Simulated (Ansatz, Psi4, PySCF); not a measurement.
Energy of full hydrogenation, enthalpy at 298 K: 12 cases among silicon compounds with O, N or halogens, in kcal/mol, species as SMILES. Each species takes up H2 until only one-heavy-atom hydrides (CH4, NH3, H2O, HF, SiH4 and the like) are left. Conventions: non-relativistic; frozen cores in correlated levels; dispersion terms only where a functional's name holds one; 6-31G* and kin with 6d, 5d where marked; LANL2DZ with its own core potentials from Na on; no spin-orbit coupling. CBS(X,Y): correlation extrapolated as X^-3; Hartree-Fock from the larger set. Ab initio and DFT rows: single points at B3LYP-D3(BJ) geometries (Ansatz, an electronic-structure program), with unscaled harmonic terms from B3LYP/6-31G* (Ansatz) at its own minima.

Coupled cluster (Ansatz) is a level with limits of its own, used here on species with T1 under 0.025 (0.045 for open shells) and stable references: CCSD(T)/CBS(cc-pV(T+d)Z,cc-pV(Q+d)Z).

```
species                                         atoms  coupled cluster  difference of M06-2X/6-31G* (5d) (PySCF)  difference of B3LYP/6-31G (Ansatz)  difference of wB97X-D/6-31G* (Psi4)  difference of MP2/LANL2DZ (Ansatz)  difference of B3LYP-D3(BJ)/def2-TZVPD (Ansatz + dftd3)  difference of PBE0/def2-TZVPD (Ansatz)
----------------------------------------------  -----  ---------------  ----------------------------------------  ----------------------------------  -----------------------------------  ----------------------------------  ------------------------------------------------------  --------------------------------------
O=[Si](F)F                                          4             33.4                                      18.9                               -23.5                                  8.0                               -28.3                                                    -0.4                                    -9.8
[Si](Cl)(Cl)(F)Cl [trichloro(fluoro)silane]         5             89.6                                      13.7                               -35.7                                  2.6                               -48.2                                                    -3.7                                    -8.0
F[SiH2][SiH](F)F [difluoro(fluorosilyl)silane]      8             80.4                                      24.3                               -12.6                                 13.3                               -34.0                                                    -1.3                                    -8.0
Cl[SiH2][SiH2]Cl [chloro(chlorosilyl)silane]        8             32.9                                       4.4                                -7.9                                 -1.0                               -12.2                                                    -1.0                                    -2.6
F[SiH2][SiH2]F [fluoro(fluorosilyl)silane]          8             47.5                                      15.7                                -6.0                                  8.2                               -20.1                                                    -0.4                                    -4.8
[SiH3]NC [N-silylmethanamine]                      10            -14.2                                       4.6                                -5.6                                 -0.2                                -1.9                                                    -0.1                                    -2.6
O[Si]([SiH3])(O)O                                  11             65.1                                      11.3                               -15.0                                 -1.1                               -15.4                                                    -3.4                                    -8.5
Cl[SiH2][SiH2]C=C [chloro(ethenylsilyl)silane]     12            -35.1                                      -2.3                                -9.1                                 -8.9                                 0.7                                                     0.1                                    -6.7
C[Si](C)(C)F [fluoro(trimethyl)silane]             14             25.0                                       5.5                               -10.7                                 -1.1                                -4.9                                                    -2.8                                    -6.5
O[Si]([SiH3])([SiH3])[SiH3]                        15              7.5                                       2.8                                 2.9                                 -1.6                                -0.1                                                    -0.1                                    -1.3
N[Si](N)(CC)N                                      17             20.8                                       2.9                               -13.1                                 -9.2                                 4.0                                                    -4.6                                   -10.8
[SiH3]CO[SiH](C)C                                  18            -16.6                                       6.3                               -16.3                                 -3.5                                -2.2                                                    -1.2                                    -7.4
```

```tsv
level	cases	mean signed difference	mean absolute difference	median absolute difference	largest absolute difference
M06-2X/6-31G* (5d) (PySCF)	12	9.01	9.39	5.90	24.3
B3LYP/6-31G (Ansatz)	12	-12.72	13.20	11.65	35.7
wB97X-D/6-31G* (Psi4)	12	0.46	4.89	3.05	13.3
MP2/LANL2DZ (Ansatz)	12	-13.55	14.33	8.55	48.2
B3LYP-D3(BJ)/def2-TZVPD (Ansatz + dftd3)	12	-1.57	1.59	1.10	4.6
PBE0/def2-TZVPD (Ansatz)	12	-6.42	6.42	7.05	10.8
```

M06-2X/6-31G* (5d) lies above in 11 of 12 cases and within 2 kcal/mol in 0; mean signed difference 9.01 kcal/mol, mean absolute 9.39 kcal/mol (13.60 over the 6 cases of up to 10 atoms, 5.18 over the larger). These figures hold for the species listed.

How the rows were picked: cases drawn at random among the computed members of the class with clean coupled-cluster diagnostics. The batch they came from held 35 cases of this property in the class: 3 with a tabulated value, 31 with clean coupled cluster alone, 1 with neither, which enter no statistics. The levels are drawn from those run on every case listed, the commonest habits more often. No case is left out for the size of its miss. Left out are saddle points of the reference geometry, anions that the best level run finds unbound, excited spin states, species near biochemistry, 298 K rows of species without real B3LYP wavenumbers, cases with under five habitual levels, runs that failed or that the program found above a lower state of the same kind, table entries that another table contradicts, and a share of species set aside by lot.
